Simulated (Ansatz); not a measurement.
C3H5NO can be A, `CC1(O)C=N1`, or B, `C=C1NCO1`.

Isolated molecules relaxed with PBE0-D4/def2-TZVP in Ansatz; ΔE leaves out vibrations. CCSD(T)/CBS adds triple-zeta CCSD(T) − MP2 to the extrapolated MP2 energy (def2 sets, frozen cores). DFT in def2-TZVPP. One conformer a species, not always the lowest.

A:

Z-matrix (Å, degrees):
```
C
C 1 1.494
H 1 1.093 2 109.7
H 1 1.092 2 110.4 3 118.9
H 1 1.089 2 110.6 3 -120.4
O 2 1.388 1 110.2 3 -58.6
C 2 1.434 1 125.2 3 142.8
N 2 1.494 1 120.0 3 81.6
H 6 0.962 2 108.7 1 169.8
H 7 1.086 2 155.5 1 84.2
```

B:

Z-matrix (Å, degrees):
```
C
O 1 1.433
C 1 1.960 2 44.5
N 1 1.458 2 89.9 3 -6.8
H 1 1.096 2 111.9 3 110.9
H 1 1.093 2 111.9 3 -123.7
C 3 1.323 2 129.6 1 -173.4
H 4 1.010 1 118.9 2 126.6
H 7 1.080 3 120.1 2 1.2
H 7 1.080 3 120.1 2 -178.0
```

Which isomer does CCSD(T)/CBS put lower? Give the gap. (Best estimate.)

The calculation gave: B, by 3.4 kcal/mol.

Give E(B) − E(A) in kcal/mol with HF/def2-TZVPP, ωB97M-V, MP2/def2-TZVPP, CCSD(T)/def2-SVP, CCSD/def2-TZVPP, B2PLYP, CCSD(T)/def2-TZVPP. (Best estimate.)

Computed: HF/def2-TZVPP -8.3, ωB97M-V -5.8, MP2/def2-TZVPP -1.9, CCSD(T)/def2-SVP -2.0, CCSD/def2-TZVPP -4.6, B2PLYP -5.2, CCSD(T)/def2-TZVPP -3.9. None reverses the order clearly.

Does the order hold for the free energy at 298.15 K (harmonic terms from PBE0-D4)? (Estimate.)

Ansatz gave: Yes: G(B) − G(A) = -1.2 kcal/mol, for one conformer each.

Largest T1 diagnostic: 0.012.

Leaving LDA and LC-ωPBE aside and taking each functional with its dispersion term where it has one, the values, not all of them listed here, spread over 2.9 kcal/mol, from BHLYP-D4 to B2PLYP. LDA lies −3.6 kcal/mol from PBE without D4. In def2-TZVPP, CCSD(T) changes the Hartree–Fock value by +4.4 kcal/mol (the triples alone add +0.7 kcal/mol) and MP2 by +6.4 kcal/mol.
